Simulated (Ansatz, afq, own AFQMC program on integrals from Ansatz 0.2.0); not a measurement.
**SiH3⁻, singlet: AFQMC among the cluster methods**

```xyz
4

Si    0.0000    0.0000   -0.1193
H     1.9369   -0.0003    1.1080
H    -0.9682    1.6775    1.1080
H    -0.9687   -1.6772    1.1080
```

Basis 6-31++G**. Noble-gas cores (and the filled d shells of Ga–Kr and In–Xe) are frozen. AFQMC by an in-house program on the Cholesky factors that Ansatz 0.2.0 writes for its CCSD(T) run. ph-AFQMC/CISD is guided by a CISD state made of CCSD amplitudes; releasing the constraint for a short imaginary time cuts its bias at the price of noise, slowly where states lie close. Error bars are statistical, one sigma.

Determinant: RHF, the one that the program's search chose, which needn't be the lowest solution. The geometry is a point of a scan.

No full CI on the walks' own integrals is used here; CCSDT(Q) serves as the reference and is uncertain by about the last step of the cluster series.

Cautions: higher spins were not checked; restricted determinant unstable towards unrestricted (UHF 121 meV lower, ⟨S²⟩ 0.68); strong correlation (T1 0.037, weight of the determinant 0.82, largest double 0.06).

* T1 diagnostic: 0.0366
* weight of the determinant in the CISD state: 0.819
* size of the correlated space: 8 electrons in 36 orbitals

| level | correlation energy (eV) |
| --- | --- |
| MP2 | -3.0982 |
| CCSD | -4.2262 |
| CCSD(T) | -4.4090 |

(1) Estimate where AFQMC with the constraint released lies against CCSD(T) on the same integrals.

(1) 0.90 ± 0.75 mEh below CCSD(T). The gap is under twice the noise, so this walk alone can't tell the two apart.

Reference: CCSDT(Q), correlation energy -4.455 eV. The released energy is read at 2.40 1/Eh (meV from the phaseless value at times in 1/Eh: -11 ± 19 at 0.24, -32 ± 18 at 0.51, -35 ± 17 at 0.99, 3 ± 14 at 1.62, -17 ± 20 at 2.40).

| level | E − E(reference) (mEh) | share of correlation (%) |
| --- | --- | --- |
| CCSD(T) | 1.68 | 98.98 |
| CCSDT | -0.05 | 100.03 |
| ph-AFQMC/CISD | 1.41 ± 0.58 | 99.14 |
| released AFQMC | 0.77 ± 0.75 | 99.53 |

A walk keeps the symmetry of its determinant, which the program's search chose and which needn't be the lowest solution, so a lower state of the same spin and another symmetry isn't excluded. Released energies are given only where the last usable release times agree within the noise; a slower fall can still hide under it.
